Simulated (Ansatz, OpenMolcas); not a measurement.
## SO (sulfur oxide): the vertical energy of the singlet above the triplet, rung by rung

The species is SO (2 atoms), meant as a triplet with charge 0. SMILES: `O=S`. The bond length is the measured one.

```xyz
2

O     0.0000    0.0000    0.0000
S     0.0000    0.0000    1.4811
```

Quantity: the vertical energy of the singlet above the triplet, in eV. The values are calculated.

```csv
level,kind,program,value (eV),less CCSD(T)/def2-TZVPPD
UHF/def2-TZVPPD,Hartree–Fock,Ansatz,1.84,+0.83
U-revPBE/def2-TZVPPD,GGA,OpenMolcas,1.24,+0.23
UPBE/def2-TZVPPD,GGA,OpenMolcas,1.24,+0.23
UB3LYP/def2-TZVPPD,global hybrid,Ansatz,1.23,+0.22
UPBE0/def2-TZVPPD,global hybrid,Ansatz,1.34,+0.33
UCAM-B3LYP/def2-TZVPPD,range-separated hybrid,Ansatz,1.26,+0.25
UPBE-QIDH/def2-TZVPPD,double hybrid,Ansatz,1.28,+0.27
UCCSD(T)/def2-TZVPPD,coupled cluster or CI,Ansatz,1.01,0.00
```

Differences are taken from UCCSD(T)/def2-TZVPPD for orientation; it has basis-set and higher-order errors of its own. The values span 1.01 to 1.84 eV.
